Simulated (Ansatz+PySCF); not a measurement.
Two shapes of singlet C3H4.

Shape 1:

```xyz
7

C     0.0000    0.0000   -1.2389
C     0.0000    0.0000    0.2145
C     0.0000    0.0000    1.4252
H     0.0000   -1.0275   -1.6347
H    -0.8899    0.5138   -1.6347
H     0.8899    0.5138   -1.6347
H     0.0000    0.0000    2.4993
```

Shape 2:

```xyz
7

C     0.0144   -0.0471   -1.2476
C     0.0238   -0.0208    0.2532
C    -0.0267    0.0120    1.3847
H     0.0244   -0.9857   -1.6470
H    -0.8464    0.4966   -1.6522
H     0.8609    0.5449   -1.6084
H     0.0115   -0.0485    2.4954
```

Basis set: def2-SVP (spherical functions). Correlated methods keep 3 orbitals frozen. Charge 0, multiplicity 1.

Computed with Ansatz (development build ahead of 0.2.0); each method stands on the lowest determinant of its kind that the runs found.

**Question.** Which shape is lower in energy, and by how much in each method?

**Answer.**

| method | E(2) − E(1) (eV) |
| --- | --- |
| UHF-MP2 | 0.707 |
| RHF-CCSD | 0.651 |
| PBE (unrestricted) | 0.706 |
| PBE0 (restricted) | 0.613 |
| PBE0 (unrestricted) | 0.613 |

Shape 1 is lower.
